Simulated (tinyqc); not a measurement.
Inside a calculation. Method: extended Hueckel theory, for CH2. Computed by tinyqc, a small Python program that keeps every step (integrals from PySCF). Settings: charge = 0, K = 1.75, weighted = 1, multiplicity = 1. Command: `OMP_NUM_THREADS=1 python tinyqc.py 25498 25499 out.jsonl` (the two numbers bound the seeds that draw the settings). One thread of a shared host (Intel(R) Xeon(R) Processor @ 2.60GHz), about 0.01 s of CPU time with the checks.

## Overlaps

Geometry (angstrom):
```
atom,x,y,z
C,0.000000,0.000000,0.000000
H,0.000000,0.980000,0.644000
H,0.000000,-0.980000,0.644000
```

Parameters chosen for this run:
```
element,shell,Slater exponent,H_ii (eV)
C,2s,1.625000,-21.400000
C,2p,1.625000,-11.400000
H,1s,1.300000,-13.600000
```

Slater orbitals, each expanded in six Gaussians scaled to its exponent.

overlap S:
```
,1C 2s,1C 2px,1C 2py,1C 2pz,2H 1s,3H 1s
1C 2s,1.000000,0.000000,0.000000,0.000000,0.446883,0.446883
1C 2px,0.000000,1.000000,0.000000,0.000000,0.000000,0.000000
1C 2py,0.000000,0.000000,1.000000,0.000000,0.385768,-0.385768
1C 2pz,0.000000,0.000000,0.000000,1.000000,0.253505,0.253505
2H 1s,0.446883,0.000000,0.385768,0.253505,1.000000,0.109782
3H 1s,0.446883,0.000000,-0.385768,0.253505,0.109782,1.000000
```

## Wolfsberg-Helmholz matrix

diagonal H_ii (eV): 1C 2s -21.400000, 1C 2px -11.400000, 1C 2py -11.400000, 1C 2pz -11.400000, 2H 1s -13.600000, 3H 1s -13.600000

K = 1.750000

H_ij = K' S_ij (H_ii + H_jj)/2 for i != j (the diagonal keeps H_ii), with K' = K + D^2 + D^4 (1 - K), D = (H_ii - H_jj)/(H_ii + H_jj), K = 1.75.

H (eV):
```
,1C 2s,1C 2px,1C 2py,1C 2pz,2H 1s,3H 1s
1C 2s,-21.400000,0.000000,0.000000,0.000000,-14.059723,-14.059723
1C 2px,0.000000,-11.400000,0.000000,0.000000,0.000000,0.000000
1C 2py,0.000000,0.000000,-11.400000,0.000000,-8.475808,8.475808
1C 2pz,0.000000,0.000000,0.000000,-11.400000,-5.569817,-5.569817
2H 1s,-14.059723,0.000000,-8.475808,-5.569817,-13.600000,-2.612814
3H 1s,-14.059723,0.000000,8.475808,-5.569817,-2.612814,-13.600000
```

## Orbitals

valence electrons = 6

Solve H C = S C e through S^(-1/2); fill by pairs from the bottom, a degenerate level sharing its electrons equally; each orbital has its largest coefficient positive (the first on a tie).

orbital energies (eV): -23.749529  -15.590493  -12.289706  -11.400000  1.994306  11.067290

occupations: 2.000000  2.000000  2.000000  0.000000  0.000000  0.000000

coefficients:
```
,MO1,MO2,MO3,MO4,MO5,MO6
1C 2s,0.733394,0.000000,-0.303413,0.000000,0.000000,1.027875
1C 2px,0.000000,0.000000,0.000000,1.000000,0.000000,0.000000
1C 2py,0.000000,0.526789,0.000000,0.000000,1.106688,0.000000
1C 2pz,-0.018251,0.000000,0.889995,0.000000,0.000000,0.654581
2H 1s,0.249985,0.448409,0.161315,0.000000,-0.801681,-0.877965
3H 1s,0.249985,-0.448409,0.161315,0.000000,0.801681,-0.877965
```

sum of one-electron energies = -103.259458 eV

## Mulliken analysis

P = C n C^T; charge = valence electrons (C 4, H 1) minus the sum of (P S)_ii on the atom; overlap population = 2 sum P_ij S_ij between two atoms.

charges: 1C -0.145399, 2H 0.072699, 3H 0.072699

Overlap populations:
```
pair,value
2-1,0.745686
3-1,0.745686
3-2,-0.049426
```
